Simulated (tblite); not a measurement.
Write Cartesian coordinates for `CC(C)P(C)P` as optimised with GFN2-xTB.

```xyz
18
C4H12P2 angstrom
C     -1.5636    1.2058   -0.2165
C     -0.7545   -0.0227    0.1851
C     -1.5015   -1.3004   -0.1820
P      0.9167    0.0128   -0.6808
C      1.8139   -1.2135    0.3862
P      1.6965    1.8079    0.2740
H     -2.5548    1.1715    0.2333
H     -1.6773    1.2496   -1.2986
H     -1.0681    2.1184    0.1172
H     -0.5796   -0.0012    1.2684
H     -2.4809   -1.3140    0.2939
H     -1.6413   -1.3588   -1.2599
H     -0.9540   -2.1827    0.1423
H      1.4520   -2.2155    0.1647
H      1.6761   -0.9991    1.4452
H      2.8755   -1.1751    0.1453
H      1.3622    2.6340   -0.7940
H      2.9739    1.5893   -0.2355
```

Any rigid rotation of these coordinates is as good. Atoms count from 1 in this order. The 2 C–P bonds span 1.857 Å (P4–C5, drawn single) to 1.883 Å (C2–P4, drawn single), a spread of 0.026 Å. P6 (three-coordinate phosphorus) is pyramidal (angles 93.8°, 92.2° and 91.9°, sum 277.9°, 0.86 Å off the plane of its three neighbours). Of the pairs four or more bonds apart, P6···H9 is among the closest relative to their van der Waals radii: 2.79 Å, 93 % of the sum of Bondi's values. P4 (three-coordinate phosphorus) is pyramidal (angles 98.8°, 97.6° and 96.9°, sum 293.2°, 0.97 Å off the plane of its three neighbours).

Bonds between heavy atoms (Å): C1–C2 1.525, C2–C3 1.525, C2–P4 1.883, P4–C5 1.857, P4–P6 2.178.

Computed geometry: GFN2-xTB, gas phase.

Point group: C1 (no symmetry element, even within 0.4 Å). Its GFN2-xTB frequencies are all real (lowest 50 cm⁻¹). The numbers are those of one conformer (C1–C2–P4–C5 163°, C2–P4–P6–H -98° and 170°).
